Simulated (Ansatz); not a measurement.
# SiH2F2 (SMILES F[SiH2]F): methods side by side

SiH2F2: 5 atoms, total charge 0, spin state singlet. As SMILES, `F[SiH2]F`. Geometry: relaxed at PBE0-D4/def2-TZVP.

```
atom    x (Å)    y (Å)    z (Å)
   F  -1.0790   0.5382   0.9807
  Si  -0.0052  -0.0005  -0.0541
   F   1.2476  -0.5206   0.7669
   H  -0.5905  -1.1387  -0.7863
   H   0.4271   1.1217  -0.9073
```

Each level gives the energy change with the F1–Si2 bond stretched from 1.586 to 3.964 Å (eV). The values are calculated.

| level | kind | program | value (eV) | less FCI/STO-3G |
| --- | --- | --- | --- | --- |
| SVWN5/STO-3G (restricted) | LDA | Ansatz | 7.16 | +2.95 |
| B3LYP/STO-3G (restricted) | global hybrid | Ansatz | 7.54 | +3.33 |
| BHLYP/STO-3G (restricted) | global hybrid | Ansatz | 8.99 | +4.78 |
| PBE0/STO-3G (restricted) | global hybrid | Ansatz | 7.81 | +3.60 |
| CAM-B3LYP/STO-3G (restricted) | range-separated hybrid | Ansatz | 8.51 | +4.30 |
| HSE06/STO-3G (restricted) | range-separated hybrid | Ansatz | 7.75 | +3.54 |
| CCSD(T)/STO-3G (restricted) | coupled cluster or CI | Ansatz | 4.02 | -0.19 |
| CCSD/STO-3G (restricted) | coupled cluster or CI | Ansatz | 4.45 | +0.24 |
| FCI/STO-3G | exact in the basis | Ansatz | 4.21 | 0.00 |

FCI/STO-3G is exact within its basis and frozen core, so for wave-function methods in that basis the difference is their error; functionals converge differently with the basis, so for them it is only a difference. The first shape isn't each level's own minimum. The values span 4.02 to 8.99 eV. All rows use very small basis sets, so even the best lies far from the true value.
